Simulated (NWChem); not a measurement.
**Atomisation of propyne (C₃H₄)**

SMILES: C#CC
```xyz
7

C      1.2234    -0.1960     0.0000
C     -0.2116     0.0353     0.0000
C     -1.4074     0.2252     0.0000
H      1.4491    -1.2737     0.0000
H      1.6966     0.2476     0.8898
H      1.6966     0.2476    -0.8898
H     -2.4686     0.3908     0.0000
```
Charge 0, spin multiplicity 1.

Program: NWChem. All single points use one geometry, from PBE0/def2-SVP, a minimum by its harmonic frequencies.

Basis set: def2-TZVP. The atomisation energy is electronic alone: no zero-point, thermal, spin-orbit or counterpoise terms. No value is extrapolated to the basis-set limit. Free atoms are single determinants with multiplicities C 3, H 2. Correlated methods freeze the same cores in atoms and molecule, 3 orbitals in all.

```csv
method,atomisation energy (kcal/mol),relative cost
HF,522.2,1
PBE0,706.7,under 3
LDA (SVWN5),800.8,under 3
B3LYP,701.3,under 3
BP86,724.8,under 3
MP2,693.6,under 3
PBE,720.4,under 3
r2SCAN,703.4,under 3
TPSS,706.8,under 3
```

The values span 278.5 kcal/mol, from HF (lowest) to LDA (SVWN5) (highest). The cost column gives rough processor time relative to HF; each entry includes its own SCF. Costs are the molecule's.

B3LYP has NWChem's definition, with VWN1-RPA local correlation. No SCF solution was tested for a lower state. Open-shell Hartree-Fock references start from PBE0 orbitals; any time given for them includes that run.
